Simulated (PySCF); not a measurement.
## Oxygen: a sound run and one with changed settings

Sound run: O [He] 2s2 2p4, O⁺ [He] 2s2 2p3. All numbers are calculated (PySCF 2.14, scalar relativity by spin-free X2C-1e, in x2c-SVPall (3s2p1d, 14 functions)). In the sound run the correlated levels freeze 1s2. The sound run starts from symmetry-adapted Hartree-Fock orbitals and uses a fine grid where one is needed.

Changed run: basis STO-3G, all-electron and non-relativistic. This setting is unsound on purpose.

```json
{"species": "O", "method": "UHF", "sound run (hartree)": "-74.77172", "changed run (hartree)": "-73.80415", "converged": "yes"}
{"species": "O", "method": "BP86", "sound run (hartree)": "-75.04434", "changed run (hartree)": "-74.02488", "converged": "yes"}
{"species": "O", "method": "TPSS", "sound run (hartree)": "-75.06299", "changed run (hartree)": "-74.05761", "converged": "yes"}
{"species": "O", "method": "MP2", "sound run (hartree)": "-74.87310", "changed run (hartree)": "-73.80415", "converged": "yes"}
{"species": "O⁺", "method": "UHF", "sound run (hartree)": "-74.32809", "changed run (hartree)": "-73.44358", "converged": "yes"}
{"species": "O⁺", "method": "BP86", "sound run (hartree)": "-74.52729", "changed run (hartree)": "-73.59914", "converged": "yes"}
{"species": "O⁺", "method": "TPSS", "sound run (hartree)": "-74.55239", "changed run (hartree)": "-73.63352", "converged": "yes"}
{"species": "O⁺", "method": "MP2", "sound run (hartree)": "-74.39708", "changed run (hartree)": "-73.44358", "converged": "yes"}
```

Ionisation energy of O:

```
 method  sound run (eV)  changed run (eV)
    UHF          12.072             9.812
   BP86          14.070            11.585
   TPSS          13.894            11.540
    MP2          12.953             9.812
SCS-MP2          12.975             9.812
```

A minimal basis cannot let orbitals breathe on ionisation and holds almost no correlation. The Hamiltonian changed with the basis, so the totals do not compare.

For comparison, NIST gives 13.618 eV between the lowest levels.
